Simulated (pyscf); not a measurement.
Optimised with ωB97X-D3(BJ)/def2-SVP in PySCF.

Task: Estimate by transition-state theory the rate constant of HO–AlH₂ + H• -> [HO–AlH]• + H₂ (doublet surface; Al–H broken, H–H formed) at 1200 K, with ωB97M-D3(BJ)/def2-TZVP energies (ideal gas, 1 atm, RRHO with modes under 100 cm⁻¹ raised to 100, one conformer, R ln 2 for chiral ones without a mode under 150 cm⁻¹; no tunnelling).

Result: The electronic barrier is 3.2 kcal/mol and the thermal terms add +23.4, so ΔG‡ = 26.6 kcal/mol. With k_BT/h = 2.50e+13 s⁻¹ and RT = 2.385 kcal/mol, and a volume of 1.64e-19 cm³ per molecule at 1 atm, k = 5.9e-11 cm³ molecule⁻¹ s⁻¹. Wigner's tunnelling factor for 665i cm⁻¹ would be 1.03. A shift of 1 kcal/mol in the barrier changes k by a factor 1.5. One saddle was located; it need not be the lowest between these sides. The angle at the transferred H is 180°.
